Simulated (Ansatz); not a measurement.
Process, species as SMILES: ClC=C → C=[C-]Cl + H+
B3LYP-D3(BJ)/def2-TZVP geometries, fixed; electronic energies without zero-point terms.
Largest species:
```xyz
6

C      0.0112     0.7589    -0.0124
C      1.3049     1.0233     0.0034
Cl    -0.6370    -0.8532     0.0042
H     -0.7591     1.5163    -0.0370
H      2.0529     0.2431     0.0280
H      1.6388     2.0524    -0.0084
```
Charge 0, spin multiplicity 1.

Basis-set convergence of the deprotonation energy at r2SCAN with Ansatz (a program for electronic structure). Cartesian d functions, on some or all atoms, in 6-31G*, 6-31G**; all else is spherical. The program fits the integrals of some runs and decomposes those of others, by size. The proton leaves the site shown, which need not be the most acidic. No added dispersion term, no relativity. Functions are those of the species that has most. Reference: the value in aug-pcseg-3, 390.17 kcal/mol, itself unsure by roughly 0.11 kcal/mol (its mean distance from aug-cc-pV(Q+d)Z, def2-QZVPPD). Deviations are taken from unrounded values.

```tsv
basis	functions	deprotonation energy (kcal/mol)	minus reference (kcal/mol)
6-31G	37	394.61	4.43
pcseg-0	37	385.41	-4.77
6-31G*	55	399.61	9.43
pcseg-1	61	390.09	-0.08
6-31G**	64	400.66	10.48
aug-pcseg-1	100	385.93	-4.24
def2-TZVPPD	176	390.20	0.02
6-311++G(3df,3pd)	179	389.88	-0.29
def2-QZVPP	274	391.07	0.90
```

The smallest set listed that lies within 2 kcal/mol of the reference with all its larger relatives (same family, alike in diffuse functions; a set with none counts only in the reference's own line) is pcseg-1 (61 functions, -0.08 kcal/mol off). Inside, with no larger relative to test it: 6-311++G(3df,3pd), def2-QZVPP. (Relatives not listed, tested too: pcseg-2 1.20, pcseg-3 0.32, def2-QZVPPD 0.05 kcal/mol.)
